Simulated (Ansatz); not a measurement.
# CHSi (doublet): the correlation ladder at distance C2–H3 = 0.983 Å, 6-31G

Aim: climb from Hartree-Fock through coupled cluster and multireference methods for CHSi (doublet) at one geometry and basis, and see what each rung misses.

Method: 6-31G, core rule «outside noble gas», up to 6 orbitals frozen; program: Ansatz 0.2.0, Gaussian basis.

To be run: UHF; CCSD(T) on ROHF; CCSD(T) on UHF; BCCD(T) on ROHF; CISD; CCSDT(Q) on ROHF; CCSDT(Q) on UHF; CISDTQ; CCSDTQ on ROHF; CASSCF and MRCISD+Q, 3 electrons in 3 orbitals; CASSCF and NEVPT2, 3 electrons in 3 orbitals; CASSCF and MRCISD+Q, 9 electrons in 9 orbitals; CASSCF and NEVPT2, 9 electrons in 9 orbitals; Full CI.

19 further runs of the same task are left out: 1 for a mislabelled method, 1 for a known fault of the program, 9 that didn't finish, 8 set aside as unsound or not needed.

### Step 1. What is computed

The geometry derives from a PBE0/def2-TZVP stationary point (not a proven minimum). One bond is set to the value named and the two fragments are kept rigid.

3 atoms, charge 0, spin multiplicity 2.

Atoms are counted from 1 here; the program's logs count them from 0.

Bond lengths: Si1–C2 1.682 Å, C2–H3 0.983 Å. Angles: Si1–C2–H3 180.0°.

### Step 2. UHF

in.yaml

```yaml
crystal:
  periodic: [false, false, false]
  atoms:
    - {symbol: Si, position_ang: [0.000000, 0.000000, 1.449301]}
    - {symbol: C, position_ang: [0.000000, 0.000000, -0.233150]}
    - {symbol: H, position_ang: [0.000000, 0.000000, -1.216150]}
basis:
  gaussian: {orbitals: 6-31G}
magnetization: {spin_polarized: true, initial_magnetization: 1}
hamiltonian: {xc: hf}
output: {orbitals: {seedname: orbitals}}
```

Run with:

```bash
$ ansatz run in.yaml --threads 1 --pin off --events-out ev --progress --plain --max-ram 2393MiB
```

Further steps of the session: CCSD(T) on ROHF; CCSD(T) on UHF; BCCD(T) on ROHF; CISD; CCSDT(Q) on ROHF; CCSDT(Q) on UHF; CISDTQ; CCSDTQ on ROHF; CASSCF and MRCISD+Q, 3 electrons in 3 orbitals; CASSCF and NEVPT2, 3 electrons in 3 orbitals; CASSCF and MRCISD+Q, 9 electrons in 9 orbitals; CASSCF and NEVPT2, 9 electrons in 9 orbitals; Full CI.

Q: Predict the results of all the runs planned. Wanted: FCI below the RHF energy; RMP2 from FCI; UMP2 from FCI; RCCSD from FCI; RCCSD(T) from FCI; UCCSD(T) from FCI; RCCSDT(Q) from FCI; UCCSDT(Q) from FCI; MRCISD+Q pair from FCI.

The runs gave:

```
                         quantity                                                                                              value
         FCI below the RHF energy                                                                                         -3.9526 eV
                    RMP2 from FCI                                                                                       +69.1 kJ/mol
                    UMP2 from FCI                                                                                      +111.1 kJ/mol
                   RCCSD from FCI                                                                                       +17.1 kJ/mol
                RCCSD(T) from FCI                                                                                        +4.2 kJ/mol
                UCCSD(T) from FCI                                                                                        +4.7 kJ/mol
               RCCSDT(Q) from FCI                                                                                        +0.2 kJ/mol
               UCCSDT(Q) from FCI                                                                                        +0.1 kJ/mol
           MRCISD+Q pair from FCI                                                                                        +7.0 kJ/mol
          NEVPT2 valence from FCI                                                                                       +29.6 kJ/mol
        MRCISD+Q valence from FCI                                                                                        +1.6 kJ/mol
levels within 1 kcal/mol (43 meV)  RCCSD(T), RCCSDT, UCCSDT, CISDTQ, RCCSDT(Q), UCCSDT(Q), RCCSDTQ, MRCISD valence, MRCISD+Q valence
                    T1 diagnostic                                                                                              0.025
   effectively unpaired electrons                                                                                               1.13
```

In words: RCCSD(T) lands +4.2 kJ/mol from the yardstick (1.1 % of the correlation energy). One determinant dominates. Of the multireference levels listed MRCISD+Q valence comes nearest in total energy (+1.6 kJ/mol), which doesn't show that its space is the better one. These misses are within one basis, not against nature; the frozen cores of restricted and unrestricted runs differ, which can shift their rows.
